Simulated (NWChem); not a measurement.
NaCl; SMILES [Na][Cl]

Results from NWChem. Pople sets run with spherical d functions. All runs use the structure optimised with PBE0/def2-SVP.

Task: Taking PBE0/6-311++G** as the yardstick, which of these has the fewest basis functions while keeping “highest occupied level (eV)” within 0.05 eV of it: PBE0/STO-3G; PBE0/6-31G*; PBE0/6-311G**; PBE0/6-31+G*; PBE0/3-21G?

Result: PBE0/6-31+G*.
```csv
level,basis functions,highest occupied level (eV)
PBE0/STO-3G,18,-2.01
PBE0/3-21G,26,-6.33
PBE0/6-31G*,36,-6.39
PBE0/6-31+G*,44,-6.55
PBE0/6-311G**,52,-6.60
PBE0/6-311++G**,60,-6.57
```

The yardstick is one finite set, not the basis-set limit.
